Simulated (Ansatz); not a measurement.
in.yaml

```yaml
crystal:
  periodic: [false, false, false]
  atoms:
    - {symbol: O, position_ang: [0.000000, 0.000000, 0.000000]}
    - {symbol: P, position_ang: [0.000000, 0.000000, 1.372000]}
basis:
  gaussian: {orbitals: 6-31G}
magnetization: {spin_polarized: false, initial_magnetization: 3}
correlation: {method: mp2, electrons: outside_noble_gas}
output: {forces: true}
```

```sh
$ ansatz run in.yaml --threads 1 --pin off --events-out ev --progress --plain --max-ram 2393MiB
```

The program prints:

```
216 factors; integrals over basis functions are off by at most 1.3e-4 eV
mean field evaluation 1: about -11297.6370 eV, gradient 2.4e1 eV
mean field evaluation 2: about -11297.7909 eV, gradient 2.5e1 eV
mean field evaluation 4: about -11299.6837 eV, gradient 2.7e0 eV
mean field evaluation 8: about -11299.7507 eV, gradient 6.6e-1 eV
mean field evaluation 16: about -11299.8340 eV, gradient 9.4e-4 eV
mean field evaluation 32: about -11300.2104 eV, gradient 9.1e-2 eV
mean field evaluation 64: about -11300.2126 eV, gradient 2.6e-3 eV
mean field evaluation 96: about -11300.1628 eV, gradient 4.5e-1 eV
mean field evaluation 128: about -11300.2125 eV, gradient 3.7e-2 eV
mean field -11300.21264386 eV, -415.2751551027 hartree, gradient 1.8e-6 eV, S^2 3.750000; 9 other end points of the search recorded, 0 dependent functions left out
mean field evaluation 160: about -11300.2967 eV, gradient 6.1e-1 eV
mean field evaluation 192: about -11300.3589 eV, gradient 3.0e-1 eV
6 core orbitals not correlated: weight in the atoms' cores, before any rotation towards them, 1.000 or more for the frozen orbitals, at most 0.000 for the correlated occupied ones
reference -11300.21264386 eV, -415.2751551027 hartree; 7, 4 occupied and 9, 12 virtual orbitals, 216 factors
second order -2.77548546 eV of doubles, -0.07963167 eV of singles
the calculation of the forces begins
Total energy: -11303.06776100 eV, -415.3800787221 hartree
Atom 0 at     0.000000     0.000000     0.000000 Å, force    -0.000000    -0.000000   -30.764295 eV/Å
Atom 1 at     0.000000     0.000000     1.372000 Å, force     0.000000     0.000000    30.764295 eV/Å
Dipole moment:     0.000000    -0.000000     0.000640 e Å
```

Forces (eV/Å):
```
O     0.000   0.000 -30.764
P     0.000   0.000  30.764
```

Ran on 1 thread of Arm Neoverse V1, shared host: 0.54 s wall, 0.06 GiB peak host memory.
